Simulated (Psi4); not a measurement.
# [HO2]− (hydroperoxide(1-)) at DLPNO-MP2/def2-TZVPPD (density fitting, density fitting for correlation, pno convergence tight)

Aim: the energy difference between two shapes of [HO2]− (hydroperoxide(1-)) at DLPNO-MP2/def2-TZVPPD (density fitting, density fitting for correlation, pno convergence tight), from 2 runs. 

The calculation is run with Psi4 1.11.

2 further runs of the same task are left out: 2 set aside as unsound or not needed.

### Step 1. The system as given

[HO2]−: 3 atoms, total charge -1, spin state singlet. SMILES: `[O-]O`. The coordinates come from a GFN2-xTB relaxation.

Bond lengths: O1–O2 1.458 Å, O2–H3 0.963 Å. Angles: O1–O2–H3 100.3°.

### Step 2. The energy at DLPNO-MP2/def2-TZVPPD (density fitting, density fitting for correlation, pno convergence tight)

Contents of ho2.xyz:

```xyz
3
HO2
O     -0.355040     1.013280    -0.080710
O     -0.244450    -0.436620    -0.180910
H      0.599490    -0.576670     0.261620
```

Contents of ho2_ase.py:

```python
import numpy as np
from ase.calculators.psi4 import Psi4
from ase.io import read

a = read('ho2.xyz')
calc = Psi4(atoms=a, method='dlpno-mp2', basis='def2-TZVPPD', memory='1600MB', num_threads=1, charge=-1, multiplicity=1, label='ho2')
calc.psi4.set_options({'scf_type': 'df', 'freeze_core': True, 'pno_convergence': 'tight'})
a.calc = calc

print(f'energy: {a.get_potential_energy():.6f} eV')
```

Launch:

```
python ho2_ase.py
```

ho2.dat (excerpt; [...] marks lines left out):

```text
[...]
  Running in c1 symmetry.
[...]
  Nuclear repulsion =   29.875865342683984
[...]
  Multiplicity = 1
[...]
  Nalpha       = 9
  Nbeta        = 9
[...]
    Number of basis functions: 97
[...]
   @DF-RHF iter   1:  -150.11026496973315   -9.55965e-01   5.02902e-03 ADIIS/DIIS
[...]
    Orbital Energies [Eh]
    ---------------------
    Doubly Occupied:
       1A    -20.318847     2A    -20.245187     3A     -1.118750
       4A     -0.815678     5A     -0.395824     6A     -0.294367
       7A     -0.263811     8A     -0.131978     9A     -0.104145
[...]
  @DF-RHF Final Energy:  -150.22497444267324
   => Energetics <=
    Nuclear Repulsion Energy =             29.8758653426839835
    One-Electron Energy =                -272.8245041430770925
    Two-Electron Energy =                  92.7236643577198407
    Total Energy =                       -150.2249744426732718
[...]
 Multipole Moments:
 ------------------------------------------------------------------------------------
     Multipole            Electronic (a.u.)      Nuclear  (a.u.)        Total (a.u.)
 ------------------------------------------------------------------------------------
 L = 1.  Multiply by 2.5417464519 to convert [e a0] to [Debye]
 Dipole X            :         -0.2378451            0.8169941            0.5791489
 Dipole Y            :          0.0489620           -0.7858901           -0.7369281
 Dipole Z            :         -0.1236680            0.3565397            0.2328717
 Magnitude           :                                                    0.9657670
[...]
  @LMP2 iter   5:  -0.507279216418 -1.838e-07  6.274e-07
[...]
```

Standard output:

```text
energy: -4101.633594 eV
```

Run time: 4.2 s. Hardware: 1 thread of AMD EPYC 7R43 (Zen 3), shared host; peak memory 0.25 GiB.

### Step 3. The distorted shape

Contents of ho2.dat:

```
memory 1600 mb

molecule molecule1 {
  -1 1
  O
  O 1 R2
  H 2 R3 1 A3

  R2 = 1.581278
  R3 = 0.735381
  A3 = 107.36329
  symmetry c1
}

set {
  basis           def2-TZVPPD
  scf_type        df
  freeze_core     true
  pno_convergence tight
}

e_tot, wfn = energy("dlpno-mp2", return_wfn=True)
print_variables()
```

Launch:

```
psi4 -i ho2.dat -o ho2.out -n 1
```

ho2.out (excerpt; [...] marks lines left out):

```text
[...]
  Running in c1 symmetry.
[...]
  Nuclear repulsion =   29.364901672826576
[...]
  Multiplicity = 1
[...]
  Nalpha       = 9
  Nbeta        = 9
[...]
    Number of basis functions: 97
[...]
   @DF-RHF iter   1:  -150.04765161527584   -1.01398e+00   4.78456e-03 ADIIS/DIIS
[...]
    Orbital Energies [Eh]
    ---------------------
    Doubly Occupied:
       1A    -20.277830     2A    -20.277462     3A     -1.143121
       4A     -0.871888     5A     -0.423527     6A     -0.276886
       7A     -0.244417     8A     -0.161458     9A     -0.136821
[...]
  @DF-RHF Final Energy:  -150.14193427789976
   => Energetics <=
    Nuclear Repulsion Energy =             29.3649016728265764
    One-Electron Energy =                -271.3868528422751751
    Two-Electron Energy =                  91.8800168915488200
    Total Energy =                       -150.1419342778997645
[...]
 Multipole Moments:
 ------------------------------------------------------------------------------------
     Multipole            Electronic (a.u.)      Nuclear  (a.u.)        Total (a.u.)
 ------------------------------------------------------------------------------------
 L = 1.  Multiply by 2.5417464519 to convert [e a0] to [Debye]
 Dipole X            :         -0.0954120            0.6376803            0.5422683
 Dipole Y            :          0.3140334           -0.9177182           -0.6036848
 Dipole Z            :         -0.0000000            0.0000000           -0.0000000
 Magnitude           :                                                    0.8114741
[...]
  @LMP2 iter   5:  -0.497484999284 -1.464e-07  4.997e-07
[...]
```

Run time: 4.2 s. Hardware: 1 thread of AMD EPYC 7R43 (Zen 3), shared host; peak memory 0.24 GiB.

### Step 4. Outcome

Level: DLPNO-MP2/def2-TZVPPD (density fitting, density fitting for correlation, pno convergence tight), 2 core orbitals frozen.

| quantity | value |
| --- | --- |
| first shape: total energy | -150.73226 Eh |
| first shape: HOMO energy (Hartree–Fock orbitals) | -2.83 eV |
| first shape: LUMO energy (Hartree–Fock orbitals) | 6.27 eV |
| first shape: HOMO–LUMO gap (to an unbound level, set by the basis) | 9.10 eV |
| first shape: correlation energy (2 core orbitals frozen) | -507.3 mEh |
| distorted shape: total energy | -150.63942 Eh |
| distorted shape: HOMO energy (Hartree–Fock orbitals) | -3.72 eV |
| distorted shape: LUMO energy (Hartree–Fock orbitals) | 6.24 eV |
| distorted shape: HOMO–LUMO gap (to an unbound level, set by the basis) | 9.97 eV |
| distorted shape: correlation energy (2 core orbitals frozen) | -497.5 mEh |
| energy change with the atoms displaced | 2.526 eV |

With the atoms displaced the energy rises by 2.53 eV (58 kcal/mol). The first shape isn't relaxed at this level, so the change isn't measured from a minimum.
